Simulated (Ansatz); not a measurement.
## Mixing energy, order and entropy in NiOs₈PdPt₂

The calculation used DFT PBE, scalar-relativistic, plane waves, PAW (Ansatz).

Settings: cutoff 420 eV, Γ-centred mesh 8×6×6 on the computed 12-atom cell, Gaussian smearing of 0.10 eV; no spin polarisation.

Cells of 12 atoms on a hcp lattice, 1 Ni, 1 Pd, 2 Pt, 8 Os, each occupation relaxed without symmetry on a coarser mesh and computed once more. α is the first-shell Warren–Cowley parameter of unlike pairs (negative: unlike neighbours in excess, 0: random), given as its mean and root mean square over the pairs, since a mean near 0 can hide order that cancels. ΔH counts from the elements in their standard crystals. 1 further cell, whose relaxation didn't end, left large forces or left the lattice, is left out.

```
cell mean α  rms α  ΔH (meV/atom) V (Å³/atom) rms shift from sites (Å)
   1   -0.06   0.09            157        14.32                      0.06
   2    0.08   0.43            119        14.27                      0.05
```

**Question.** Weigh the mixing energy against the ideal entropy.

**Answer.** Ideal mixing gives S = −k_B Σ x ln x = 0.983 k_B per atom (8.2 J/(mol K)), worth 85 meV/atom at 1000 K. The cell nearest to random, 1, has ΔH = 157 meV/atom. Against the pure elements it breaks even at T = ΔH/S = 1850 K; above that the solution beats the pure elements, but parting into two partly mixed solutions pays up to a higher temperature (2ΔH/k_B, 1.4 times as high, for a regular binary solution at equal shares), and compounds may beat both. ΔH includes the cost of putting the elements on this lattice where they prefer another, and what the coarser relaxation leaves, which can only raise it; vibrational entropy is left out. An error of 8 meV/atom in ΔH, as mesh and relaxation can leave, moves such a temperature by 90 K, and the spread of these cells, 38 meV/atom, by 450 K.

The final mesh leaves forces up to 0.09 eV/Å and stresses up to 0.4 GPa.

Spin–orbit coupling is left out, which can shift energies with elements as heavy as these. Spin polarisation was left out, and a magnetic state may lie lower.

Cost: 5 runs of about 16 core-minutes in all (earlier runs that led there not counted), on Intel Xeon 6975P-C (Granite Rapids) (shared hosts).